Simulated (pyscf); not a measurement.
Thermochemistry of product channels of :N–F (SMILES [N]F) [triplet] + F–Si(F)(F)–F (SMILES F[Si](F)(F)F) on the triplet surface, in kcal/mol, from ωB97M-D3(BJ)/def2-TZVP energies (ideal gas, 1 atm, RRHO with modes under 100 cm⁻¹ raised to 100, one conformer, R ln 2 for chiral ones without a mode under 150 cm⁻¹). Structures and frequencies: ωB97X-D3(BJ)/def2-SVP in PySCF.

```json
[
 {"products": ":N–Si(F)(F)–F (SMILES [N][Si](F)(F)F) [triplet] + F–F (SMILES FF)", "ΔE": "+127.5", "ΔH(298 K)": "+126.9", "ΔG(298 K)": "+125.9", "ΔG(1200 K)": "+122.6"},
 {"products": "F–N•–Si(F)(F)–F (SMILES F[N][Si](F)(F)F) + F• (SMILES [F])", "ΔE": "+92.3", "ΔH(298 K)": "+92.5", "ΔG(298 K)": "+92.5", "ΔG(1200 K)": "+90.7"}
]
```

These are energies of the channels, which say nothing of barriers. Left out: orbital degeneracy and the spin-orbit lowering of F.
